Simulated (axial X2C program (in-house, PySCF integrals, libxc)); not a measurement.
## SiC⁺: cheaper levels and CCSD(T), with spin–orbit coupling

All values were computed with an in-house all-electron X2C program for linear molecules (integrals from PySCF). Two-component (2c) means X2C with spin–orbit coupling and atomic mean-field two-electron Coulomb and Gaunt terms. Basis: Si dyall-v3z [8s7p2d1f], C dyall-v3z [7s6p2d1f] (cores contracted in-house); Gaussian nuclei, density fitting, unrestricted open shells. Masses: Si 27.977 u, C 12.000 u.

State: Ω = 3/2 (⟨Sz⟩ = 1.50, ⟨Lz⟩ = 0.00 at HF); fragments Si+ + C.

```
level  Re (Å)  ωe (cm⁻¹)  De (eV)
 PBE0   1.823      836.5     3.77
   HF   1.789      930.4     2.65
  MP2   1.812      871.2     3.39
 CCSD   1.816      860.3     3.25
PBE50   1.801      886.8     3.57
```

Correlated methods: 7 electrons correlated (number of frozen shells: Si 2 s, 1 p; C 1 s), 147 virtual spin orbitals or spinors in MP2, 90 natural virtuals in coupled cluster.

CCSD(T), same Hamiltonian and basis:

Re = 1.825 Å, ωe = 836.8 cm⁻¹, De = 3.39 eV; T1 = 0.045 (Lee–Taylor normalisation).

**Question.** Give the differences from CCSD(T) in the columns below.

**Answer.** 

```csv
level,ΔRe (Å),Δωe (cm⁻¹),ΔDe (eV)
PBE0,-0.002,0,0.38
HF,-0.036,94,-0.74
MP2,-0.013,34,0.00
CCSD,-0.009,24,-0.14
PBE50,-0.024,50,0.18
```

One determinant describes the state; a PBE0 search over occupations chose it and may have missed a lower one. Dissociation energies refer to the lowest single-determinant-based atoms at the same level and basis. Density functionals use the spin component along the axis (collinear). CCSD and (T) use frozen natural virtuals with an MP2 correction for the truncation; (T) itself is uncorrected, so its De runs slightly low. In 2c an atomic determinant is not the ground J level, so De misses part of the atomic spin–orbit lowering. This holds for PBE0, MP2, CCSD, PBE50, CCSD(T). The functionals have no current-density term, which raises determinants with orbital currents, atoms included. With several unpaired electrons one determinant need not be a pure state. This is the top spin component of a Σ state; components of lower Ω are not single determinants and can lie lower. The T1 diagnostic is large, a sign of multireference character.
